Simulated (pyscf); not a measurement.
Single points on ωB97X-D3(BJ)/def2-SVP structures (PySCF, gas phase).

### Question
For the elementary gas-phase step HO–Pb:–OH [singlet] + ammonia (NH₃) → H₂N–Pb:–OH [singlet] + water (H₂O) (singlet surface; O–Pb, H–N broken, N–Pb, H–O formed), what barrier and reaction energy does ωB97M-D3(BJ)/def2-TZVP give, measured from the separated reactants?

### Answer
ΔE‡ = -1.4 kcal/mol, ΔE = +8.9 kcal/mol. Zero-point energy shifts the barrier by -0.5 kcal/mol. It is a four-centre exchange, with an imaginary mode of 941i cm⁻¹. On the reactant side the descent ends in an adduct with a N–Pb contact, 18.9 kcal/mol under the separated species and 15.4 kcal/mol under the saddle at ωB97X-D3(BJ)/def2-TZVP. On the product side the descent ends in an adduct with a O–Pb contact, 14.8 kcal/mol under the separated species and 2.7 kcal/mol under the saddle at ωB97X-D3(BJ)/def2-TZVP. At ωB97M-D3(BJ) the saddle lies under the separated reactants, which points to a path from their complex (located at ωB97X-D3(BJ) alone). At ωB97M-D3(BJ) the saddle lies under the separated products, which points to a path from their complex (located at ωB97X-D3(BJ) alone), and parting the products costs more than the saddle. What is counted as formed (N–Pb) is already present as a longer contact in the reactant adduct; forming that adduct is a step of its own. What is counted as broken (O–Pb) persists as a longer contact in the product adduct; parting that adduct is a step of its own. At ωB97X-D3(BJ)/def2-TZVP the barrier from the zero used here is -3.6 kcal/mol. One saddle was located; it need not be the lowest between these sides. Elements past Kr carry the def2 core potentials, without spin-orbit coupling.
